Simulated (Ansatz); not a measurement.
The input, for Ansatz 0.2.0:

```yaml
crystal:
  periodic: [false, false, false]
  atoms:
    - {symbol: Al, position_ang: [0.000000, -0.144104, 0.000000]}
    - {symbol: H, position_ang: [0.000000, 1.928760, -2.192062]}
    - {symbol: H, position_ang: [0.000000, 1.928761, 2.192061]}
basis:
  gaussian: {orbitals: "6-31++G**"}
total_charge: -1
correlation: {method: fic_mrcisd_q, electrons: outside_noble_gas, active_space: {window: {electrons: 6, orbitals: 6}, shells: [{species: Al, l: s, shell: 3}, {species: Al, l: p, shell: 3}, {species: H, l: s, shell: 1}]}}
```

```sh
$ ansatz run in.yaml --threads 1 --pin off --events-out ev --progress --plain --max-ram 2393MiB
```

Output:

```
534 factors; integrals over basis functions are off by at most 2.2e-7 eV
mean field evaluation 1: about -6608.0790 eV, gradient 1.1e1 eV
mean field evaluation 2: about -6608.0808 eV, gradient 1.1e1 eV
mean field evaluation 4: about -6609.2964 eV, gradient 7.2e-1 eV
mean field evaluation 8: about -6609.3022 eV, gradient 1.2e-3 eV
mean field -6609.30218016 eV, -242.8873751749 hartree, gradient 8.7e-6 eV, S^2 0.000000; 0 other end points of the search recorded, 0 dependent functions left out; unrestricted orbitals would lower it
reference -6609.30218016 eV, -242.8873751749 hartree; 8, 8 occupied and 27, 27 virtual orbitals, 534 factors
state -6611.15995091 eV, -242.9556469907 hartree
contracted CI cycle   1: correlation 0.00000000 eV, 0.0000000000 hartree, residual 6.50e0 eV
contracted CI cycle   2: correlation -0.93009803 eV, -0.0341804721 hartree, residual 1.76e0 eV
contracted CI cycle   3: correlation -1.01106650 eV, -0.0371560086 hartree, residual 5.96e-1 eV
contracted CI cycle   4: correlation -1.01865691 eV, -0.0374349510 hartree, residual 2.07e-1 eV
contracted CI cycle   5: correlation -1.01973319 eV, -0.0374745036 hartree, residual 7.45e-2 eV
contracted CI cycle   6: correlation -1.01986370 eV, -0.0374792997 hartree, residual 2.31e-2 eV
contracted CI cycle   7: correlation -1.01987962 eV, -0.0374798849 hartree, residual 9.51e-3 eV
contracted CI cycle   8: correlation -1.01988184 eV, -0.0374799663 hartree, residual 3.05e-3 eV
contracted CI cycle   9: correlation -1.01988213 eV, -0.0374799769 hartree, residual 1.30e-3 eV
contracted CI cycle  10: correlation -1.01988217 eV, -0.0374799785 hartree, residual 4.82e-4 eV
state -6611.15995091 eV, -242.9556469907 hartree; corrected -6612.22108035 eV, -242.9946427783 hartree
Total energy: -6612.22108035 eV, -242.9946427783 hartree
Checks for a lower state left out: starts, orbital_swaps
```

Natural occupations: 1.9451 1.8802 1.8757 0.1198 0.1182 0.0611.

For the same geometry and basis full CI lies 23.1 meV lower.

Ran on 1 thread of Arm Neoverse V1, shared host: 0.78 s wall, 0.23 GiB peak host memory.
